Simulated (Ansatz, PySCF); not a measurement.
Ligands exchanged one at a time, Al H-Cl. Gas-phase values, no solvent. Strings in code marks are SMILES.

Quantity: redistribution energy (mixed species minus the weighted end members), in eV.

Level 1: frozen-core CCSD(T)/cc-pVQZ // PBE0-D3(BJ)/def2-TZVP (Ansatz, a program for electronic structure)
Level 2: ωB97X-D3(BJ)/def2-TZVP // PBE0-D3(BJ)/def2-TZVP (PySCF)
Level 3: BP86/6-31G* // PBE0-D3(BJ)/def2-TZVP (PySCF)
Level 4: HF/6-31G* // PBE0-D3(BJ)/def2-TZVP (PySCF)

```
species                                   level 2  level 3  level 4
----------------------------------------  -------  -------  -------
1 of 3 H replaced by Cl: `[AlH2][Cl]`      -0.082   -0.107   -0.113
2 of 3 H replaced by Cl: `[Cl][AlH][Cl]`   -0.101   -0.130   -0.126
```

Task: What does level 1 give for each?

Result: 
- 1 of 3 H replaced by Cl: `[AlH2][Cl]`: -0.091
- 2 of 3 H replaced by Cl: `[Cl][AlH][Cl]`: -0.110
